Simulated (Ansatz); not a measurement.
The parent structure is ZrC in the rock salt structure (space group Fm-3m, No. 225; a = 4.7087 Å).

Calculations: PBE (Ansatz, an electronic-structure program), spin-orbit coupling left out.

```csv
level,lattice parameter a
PBE,4.709 Å
```

Measured: lattice parameter a 4.696 Å (temperature not stated; as listed in Guo-Xu Zhang et al., New Journal of Physics (2018)).

Computed minus measured — lattice parameter a: PBE +0.3 %. Measured values not marked as corrected hold thermal and zero-point effects that the static-lattice runs lack.

No phonon test of stability was made. All final runs are without spin polarisation.
